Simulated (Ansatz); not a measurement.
BH₃ClF, closed shell: at the end structure of a reaction step.

The input file, in.yaml:

```yaml
crystal:
  periodic: [false, false, false]
  atoms:
    - {symbol: B, position_ang: [-0.628168, -0.287364, -0.422278]}
    - {symbol: F, position_ang: [1.252733, 1.010666, 0.185199]}
    - {symbol: H, position_ang: [-0.062105, -0.725295, -1.369944]}
    - {symbol: H, position_ang: [-1.327304, 0.672432, -0.439132]}
    - {symbol: H, position_ang: [1.374045, 0.580734, 0.995613]}
    - {symbol: Cl, position_ang: [-0.609302, -1.251173, 1.050643]}
basis:
  gaussian: {orbitals: def2-TZVPP}
hamiltonian: {xc: {name: B2PLYP}}
```

Run by:

```bash
ansatz run in.yaml --threads 2 --pin off --events-out ev --progress --plain --max-ram 4352MiB
```

Output of Ansatz 0.2.0:

```
Functional definition: B2PLYP
  name "B2PLYP"
  cite "Grimme, J. Chem. Phys. 124, 034108 (2006) doi:10.1063/1.2148954"
  cite "Becke, Phys. Rev. A 38, 3098 (1988) doi:10.1103/PhysRevA.38.3098"
  cite "Lee, Yang & Parr, Phys. Rev. B 37, 785 (1988) doi:10.1103/PhysRevB.37.785"
  parameter a = 0.53
  parameter c = 0.27
  exchange = (1 - a)*b88_x + a*exact_x
  correlation = (1 - c)*lyp_c + c*(mp2_os + mp2_ss)
878 factors; integrals over basis functions are off by at most 7.0e-4 eV
mean field evaluation 1: about -15954.9907 eV, gradient 2.9e1 eV
mean field evaluation 2: about -15955.0501 eV, gradient 2.9e1 eV
mean field evaluation 4: about -15956.3977 eV, gradient 1.8e0 eV
mean field evaluation 8: about -15956.4085 eV, gradient 1.7e-1 eV
mean field evaluation 16: about -15956.4086 eV, gradient 2.1e-5 eV
mean field -15956.40856242 eV, -586.3871990266 hartree, gradient 5.8e-6 eV, S^2 0.000000; 0 other end points of the search recorded, 0 dependent functions left out
7 core orbitals not correlated: weight in the atoms' cores, before any rotation towards them, 1.000 or more for the frozen orbitals, at most 0.000 for the correlated occupied ones
reference -15956.40870145 eV, -586.3872041360 hartree; 10, 10 occupied and 129, 129 virtual orbitals, 878 factors
second order -18.53338083 eV of doubles, -0.00000000 eV of singles
Total energy: -15961.41271427 eV, -586.5710982154 hartree
```

Hardware: 2 CPU threads of an Intel Xeon Platinum 8488C, shared host. Wall time about 2.3 s.
